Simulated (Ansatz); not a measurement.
**Na (bcc): energy against volume**

Computed with Ansatz 0.2.0, DFT, revPBE, plane waves (420 eV) with PAW, scalar-relativistic. The PAW files were generated under PBE, with cores re-solved for the functional.

The cell is scaled uniformly from the relaxed one, with fractional coordinates and shape fixed. Energies are extrapolated to zero smearing, pressures are those at the given smearing. Magnetic state: spin not included.

A Birch-Murnaghan fit gives V₀ = 39.30 Å³/atom, B₀ = 7.0 GPa, B₀′ = 3.7.

What are the energy above the minimum and the pressure at 36.149 Å³/atom?

6.3 meV/atom and 0.70 GPa as computed.

What are the energy above the minimum and the pressure at 40.864 Å³/atom?

1.3 meV/atom and -0.24 GPa as computed.

What are the energy above the minimum and the pressure at 42.436 Å³/atom?

4.8 meV/atom and -0.45 GPa as computed.
